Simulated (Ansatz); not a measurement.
Relative stability

Two relaxed structures of MgH₃SO (charge +1), singlet (PBE0-D4/def2-TZVP; forces vanish, vibrations not checked).

A:

```
6
angstrom
Mg 0.7916 -0.0699 1.2275
O 0.3738 0.4460 -0.6774
S -1.3026 0.4952 -0.4131
H -1.5811 -0.7315 -0.9089
H 0.6460 0.8245 -1.5267
H 1.5186 -0.5357 2.6461
```

B:

Mg1  (-1.732, -0.238, -0.759)
O2  (0.014, -0.096, -0.035)
S3  (1.448, -0.297, 0.429)
H4  (-3.267, -0.345, -1.388)
H5  (2.091, 0.838, 0.030)
H6  (1.445, 0.138, 1.722)
(Å)

Computed with Ansatz 0.2.0 (basis: def2-TZVPP); correlated methods freeze the cores. The outer core shell of Li, Na, Mg and K is correlated. The def2 sets are not built for correlating such inner shells, so the correlated values are less sure here. B3LYP uses VWN-RPA correlation.

(1) Which structure is lower at CCSD(T), and by how much? (To be estimated.)

The T1 diagnostic stays at or below 0.012.

## Answers

(1) The calculation gives: B, by 4.2 kJ/mol (electronic energy, against the other); a gap this small isn't resolved in one triple-zeta basis. By their contacts, A is MgH₃SO ([OH]1[MgH][SH]1), total charge +1 and B is MgH₃SO ([MgH][O][SH2]), total charge +1.

All methods give the same order:

```csv
method,E(B) − E(A) (kJ/mol)
PBE-D4,-9.3
r2SCAN-D4,-15.0
PBE0-D4,-11.2
B3LYP-D4,-11.0
wB97M-V,-4.2
HF,-17.7
MP2,-10.3
CCSD,-5.4
CCSD(T),-4.2
```

Labels in which every atom is bracketed show which atoms are joined, not bond orders.

For scale, one of the runs: CCSD(T)/def2-TZVPP, 147 basis functions, launched by `ansatz run in.yaml --threads 2 --pin off --events-out ev --progress --plain --max-ram 4352MiB`. Hardware: 2 CPU threads of an Arm Neoverse V1, shared host. Wall time 26 s; peak host memory 0.99 GiB.
